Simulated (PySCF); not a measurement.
**[AlH$_{2}$···H···H], doublet: transfer scan**

All five atoms lie in one plane.

Starting geometry:

```xyz
5

Al   -0.0983    0.0000    0.0000
H    -0.8912    1.3734    0.0000
H    -0.8912   -1.3734    0.0000
H     1.4876    0.0000    0.0000
H     2.9257    0.0000    0.0000
```

From there atom H4 is moved from one fragment to the other while all else, the fragments' distance too, stays fixed; atoms are numbered as listed. Energies are in kcal/mol, counted from the starting geometry at the same level.

Basis 6-31G; PySCF 2.14.0. Correlated methods freeze the noble-gas cores. Prefix R: restricted or restricted open-shell reference; prefix U: unrestricted.

Full CI is exact within this basis and frozen core; it isn't the basis-set limit. The frozen core follows each run's orbitals, which can shift R against U totals by a few meV.

| distance Al1-H4 (Å) | full CI | unpaired electrons (full CI) | error UHF | error RCCSD | error UCCSD | error UCCSD(T) | error RCCSDT | error UCCSDT |
| --- | --- | --- | --- | --- | --- | --- | --- | --- |
| 1.475 | 3.3 | 1.02 | -1.0 | -0.1 | -0.1 | 0.0 | 0.0 | 0.0 |
| 1.586 | 0.0 | 1.02 | 0.0 | 0.0 | 0.0 | 0.0 | 0.0 | 0.0 |
| 1.685 | -0.4 | 1.03 | 1.2 | 0.1 | 0.1 | 0.0 | 0.0 | 0.0 |
| 1.784 | -0.3 | 1.03 | 2.7 | 0.2 | 0.1 | 0.1 | 0.0 | 0.0 |
| 1.883 | -1.5 | 1.03 | 4.5 | 0.2 | 0.2 | 0.1 | 0.0 | 0.0 |
| 1.982 | -5.2 | 1.03 | 6.0 | 0.2 | 0.2 | 0.1 | 0.0 | 0.0 |
| 2.081 | -11.0 | 1.03 | 6.7 | 0.1 | 0.1 | 0.0 | 0.0 | 0.0 |
| 2.180 | -17.1 | 1.03 | 6.3 | 0.0 | 0.0 | 0.0 | 0.0 | 0.0 |
| 2.279 | -20.3 | 1.02 | 5.4 | 0.0 | 0.0 | 0.0 | 0.0 | 0.0 |

Unpaired electrons are Σ n²(2−n)² over natural occupations. Errors are those of relative energies. In total energy the starting point itself misses full CI by: UHF 38.9, RCCSD 0.7, UCCSD 0.7, UCCSD(T) 0.2, RCCSDT 0.0, UCCSDT 0.0 kcal/mol.

Spread of the error over the points with a reference, to 2.279 Å (largest less smallest): UCCSDT 0.0, RCCSDT 0.0, UCCSD(T) 0.1, UCCSD 0.2, RCCSD 0.3, UHF 7.7 kcal/mol.
